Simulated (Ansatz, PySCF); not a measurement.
Barrier height from CHO (SMILES [CH]=O) to the transition structure CHO, without zero-point energy, on the benchmark's geometries as Psi4's copy of the set gives them.
Transition structure (charge 0, multiplicity 2):
```tsv
atom	x (Å)	y (Å)	z (Å)
H	-1.5209	1.3888	0.0000
C	0.1086	0.5493	0.0000
O	0.1086	-0.5856	0.0000
```
Reactant (charge 0, multiplicity 2):
```xyz
3

H     -0.009     0.000    -0.007
C     -0.007     0.000     1.110
O      0.956     0.000     1.786
```

Open shells are unrestricted; no spin–orbit coupling.

Frozen-core correlation. CBS: X⁻³ extrapolation of the correlation energy, Hartree–Fock from the larger set.

The values were computed with Ansatz (an electronic-structure program); PySCF for the dispersion terms. 

PBE/def2-TZVPPD gives 1.069 eV for the barrier height.

How do the other levels lie against it? Give each less PBE: PBE-D3(BJ)/def2-TZVPPD, r2SCAN/def2-TZVPPD, PBE0/def2-TZVPPD, wB97M-V/def2-TZVPPD, B2PLYP/def2-TZVPPD, MP2/CBS(aug-cc-pVTZ, aug-cc-pVQZ), CCSD(T)/CBS(aug-cc-pVTZ, aug-cc-pVQZ).

PBE-D3(BJ)/def2-TZVPPD -0.008; r2SCAN/def2-TZVPPD -0.035; PBE0/def2-TZVPPD 0.036; wB97M-V/def2-TZVPPD -0.069; B2PLYP/def2-TZVPPD -0.028; MP2/CBS(aug-cc-pVTZ, aug-cc-pVQZ) -0.093; CCSD(T)/CBS(aug-cc-pVTZ, aug-cc-pVQZ) -0.089 eV. 1 of 7 lie above PBE; the widest gap is to MP2/CBS(aug-cc-pVTZ, aug-cc-pVQZ).

The set's own value is 22.68 kcal/mol (Zhao et al., NHTBH38), an estimate for the real system.
